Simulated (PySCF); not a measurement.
Electron attachment to hydroxyoxomethylium

Parent: `O=C=[OH+]` ([CHO2]+). Atom numbers as in the mapped SMILES `[O:1]=[C:2]=[OH+:3]`.

Energies: PBE0-D3(BJ)/ma-def2-TZVP (PySCF, density fitting, integration grid level 2) on PBE0-D3(BJ)/def2-SVP structures. The prefix ma- adds one diffuse s and one diffuse p function on all atoms but H. Zero-point and thermal terms (298.15 K, 1 bar) come from unscaled PBE0-D3(BJ)/def2-SVP harmonic frequencies, with soft modes damped to free rotors in the entropy.

Frontier levels of the parent: HOMO -19.56 eV, LUMO -8.48 eV.

Reduction to the radical:
| Item | Value |
| --- | --- |
| Vertical recombination energy (electronic) | 5.71 eV |
| Adiabatic recombination energy (with zero-point energy) | 8.14 eV |
| Adiabatic, electronic part | 8.14 eV |
| Vertical gap at the product's structure | 9.94 eV |
| Inner reorganisation energy (four-point) | 4231 meV |
| Relaxation of product / of parent | 2432 / 1799 meV |
| ⟨S²⟩ of the product | 0.754 |
| Largest spin populations | C2 0.63, O1 0.24, O3 0.14 |
| Largest changes of atomic charge | C2 -0.46, O1 -0.27, O3 -0.17, H (on O3) -0.10 |
| Distances that move most (Å) | C2–O3 1.214 → 1.326; O1–C2 1.123 → 1.178; O3–H 0.990 → 0.966 |

Hardware: 1 thread of Arm Neoverse V2, shared with other jobs. Command: `OMP_NUM_THREADS=1 python redox_run.py task.json out`. Structures, frequencies and single points: 33 s.
